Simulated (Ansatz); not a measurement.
Li₃H₃⁺. Charge 1, multiplicity 2. Geometry PBE0-D4/def2-TZVP, basis def2-TZVP, Ansatz.

Cartesian coordinates in Å:
```
Li -1.120 0.562 -2.092
Li 1.755 0.387 0.450
Li -0.743 -0.901 1.453
H -0.777 -0.030 -0.514
H 0.056 0.399 -0.847
H 0.829 -0.417 1.551
```

```csv
run,HOMO (eV),LUMO (eV)
A,-7.43,-6.37
B,-9.07,-4.93
C,-7.57,-6.23
D,-8.37,-5.38
E,-7.69,-5.53
```

In the doublet, H4 and H5 lie 0.99 Å apart (atoms count from 1), so these atoms are partly bonded to each other. Another isomer (doublet) lies 0.79 eV lower at PBE0-D4/def2-TZVP; other spin states weren't run for this one.

HOMO and LUMO are taken over both spins.

**Question.** The runs used BHLYP, BLYP, PBE, PBE0, r2SCAN. Estimate which is which.

**Answer.** A BLYP (0 % exact exchange); B BHLYP (50 % exact exchange); C PBE (0 % exact exchange); D PBE0 (25 % exact exchange); E r2SCAN (0 % exact exchange). Exact exchange lowers occupied and raises empty levels; among semilocal functionals meta-GGAs tend to open the gap a little, and such runs are hard to tell apart. The gap grows from 1.06 eV (BLYP) to 4.14 eV (BHLYP).
